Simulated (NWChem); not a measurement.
System: ethanethiol (C$_{2}$H$_{6}$S); SMILES CCS

Here is an NWChem input.

```
start job
memory heap 200 mb stack 900 mb global 1100 mb
geometry units angstroms
  C      0.368206    -1.629394    -0.058445
  C     -0.632012    -0.494513     0.043069
  S      0.100276     1.169517    -0.070791
  H     -0.145643    -2.604424    -0.041489
  H      1.078445    -1.611922     0.783099
  H      0.950917    -1.560308    -0.988868
  H     -1.346653    -0.526065    -0.794459
  H     -1.229321    -0.563555     0.965392
  H      0.833590     1.096238     1.061508
end
basis spherical
  * library def2-svp
end
dft
  xc becke88 lyp
  iterations 150
end
driver
  maxiter 120
end
task dft optimize
task dft freq
```

The level has its own optimisation; frequencies are unscaled. Brackets give each atom's bonded neighbours.

Problem. Predict the main results of this run. (BLYP/def2-SVP.) Quantities: r C–C (Å); r C–S (Å); r C–H [C(CHHS)–H(C)] (Å); r H–S (Å); highest harmonic frequency (cm⁻¹); lowest (cm⁻¹); zero-point energy (kcal/mol); dipole (D).

Solution. 
| Property | Result |
|---|---|
| r C–C (Å) | 1.534 |
| r C–S (Å) | 1.860 |
| r C–H [C(CHHS)–H(C)] (Å) | 1.109 |
| r H–S (Å) | 1.365 |
| highest harmonic frequency (cm⁻¹) | 3044 |
| lowest (cm⁻¹) | 214 |
| zero-point energy (kcal/mol) | 45.3 |
| dipole (D) | 1.44 |
